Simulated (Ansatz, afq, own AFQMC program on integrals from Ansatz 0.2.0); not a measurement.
**O2⁺, quartet in 6-31G, levels against full CI**

```csv
atom,x (Å),y (Å),z (Å)
O,0.0000,0.0000,0.0000
O,0.0000,0.0000,4.6590
```

Basis 6-31G. Only valence electrons are correlated. Ansatz 0.2.0 and our own AFQMC program on the same integrals; the CISD trial comes from CCSD amplitudes, and released means the phaseless constraint is let go. ± is one standard error of the sampling.

Determinant: ROHF, the one that the program's search chose, which needn't be the lowest solution. The geometry is a point of a scan.

Full CI is exact in this basis; its frozen core comes from its own orbitals, which moves totals by up to a few meV.

Cautions: lower spins were not checked; a spin-contaminated unrestricted determinant lies lower (UHF 2.33 eV lower, ⟨S²⟩ 4.76); strong correlation (T1 0.010, weight of the determinant 0.81, largest double 0.34); in a space of 11 electrons in 9 natural orbitals full CI finds another state of this spin 2.23 eV below the state of CCSD(T); the next higher spin lies close (within 5 meV by full CI); full CI with its own frozen core.

- T1 diagnostic: 0.0101
- weight of the determinant in the CISD state: 0.807
- size of the correlated space: 11 electrons in 16 orbitals

Reference: full CI, correlation energy -5.853 eV. The cautions show a poor starting determinant, so the rows tell how each method copes with it here, and full CI is the sure value.

```json
{"level": "HF", "E − E(reference) (mEh)": "215.10", "share of correlation (%)": "0.00"}
{"level": "MP2", "E − E(reference) (mEh)": "123.23", "share of correlation (%)": "42.71"}
{"level": "CCSD", "E − E(reference) (mEh)": "91.26", "share of correlation (%)": "57.57"}
{"level": "CCSD(T)", "E − E(reference) (mEh)": "85.85", "share of correlation (%)": "60.09"}
{"level": "ph-AFQMC/CISD", "E − E(reference) (mEh)": "84.11 ± 0.16", "share of correlation (%)": "60.90"}
```
